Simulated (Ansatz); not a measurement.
# C₂H₂F₂ (SMILES FC=CF): one structure at several levels

One table from this session's results is given with a row withheld; the runs are named, their logs left out.

Method: single points in def2-TZVPP; program: Ansatz 0.2.0, Gaussian basis.

Cores are frozen in the correlated methods.

## The starting structure

SMILES `FC=CF`, 6 atoms, charge 0, spin multiplicity 1.

Atoms are counted from 1 here; the program's logs count them from 0.

Bond lengths: F1–C2 1.472 Å, C2–C3 1.446 Å, C2–H5 0.995 Å, C3–F4 1.348 Å, C3–H6 1.093 Å. Angles: F1–C2–C3 113.3°, F1–C2–H5 108.5°, C3–C2–H5 138.1°, C2–C3–F4 108.4°, C2–C3–H6 134.0°, F4–C3–H6 117.5°.

Geometry (Å):

```xyz
6

F    -0.9796   -0.1155   -1.5109
C     0.2213   -0.0105   -0.6654
C    -0.0662   -0.0826    0.7494
F     1.1020   -0.1314    1.4199
H     1.0158    0.0900   -1.2562
H    -0.9869   -0.1292    1.3360
```

Set-up of the first run:

Input file run/in.yaml:

```yaml
crystal:
  periodic: [false, false, false]
  atoms:
    - {symbol: F, position_ang: [-0.979600, -0.115500, -1.510900]}
    - {symbol: C, position_ang: [0.221300, -0.010500, -0.665400]}
    - {symbol: C, position_ang: [-0.066200, -0.082600, 0.749400]}
    - {symbol: F, position_ang: [1.102000, -0.131400, 1.419900]}
    - {symbol: H, position_ang: [1.015800, 0.090000, -1.256200]}
    - {symbol: H, position_ang: [-0.986900, -0.129200, 1.336000]}
basis:
  gaussian: {orbitals: def2-TZVPP}
correlation: {method: ccsd_t}
output: {forces: true}
```

The command line of these runs was not kept.

Steps of the session up to this table: CCSD(T)/def2-TZVPP; PBE0-D4/def2-TZVPP; wB97M-V/def2-TZVPP; r2SCAN-D4/def2-TZVPP; PBE-D4/def2-TZVPP; HSE06-D4/def2-TZVPP; CAM-B3LYP-D4/def2-TZVPP.

One of the session's tables, all rows but one given; the rest of the session is left out.

| method | RMS force component (eV/Å) | angle to CCSD(T) forces (°) | dipole (D) |
| --- | --- | --- | --- |
| CCSD(T) | 2.921 | reference | 0.76 |
| PBE0-D4 | 3.176 | 3.6 | 0.80 |
| wB97M-V | 3.140 | 4.3 | 0.82 |
| r2SCAN-D4 | 3.026 | 2.9 | 0.80 |
| PBE-D4 | 2.952 | 3.7 | 0.76 |
| HSE06-D4 | ? | ? | ? |
| CAM-B3LYP-D4 | 3.188 | 4.5 | 0.82 |

Estimate the missing values for HSE06-D4.

**Answer.** RMS force component (eV/Å): 3.172; angle to CCSD(T) forces (°): 3.5; dipole (D): 0.80. In the column «RMS force component (eV/Å)» it lies between wB97M-V (3.140) and PBE0-D4 (3.176).
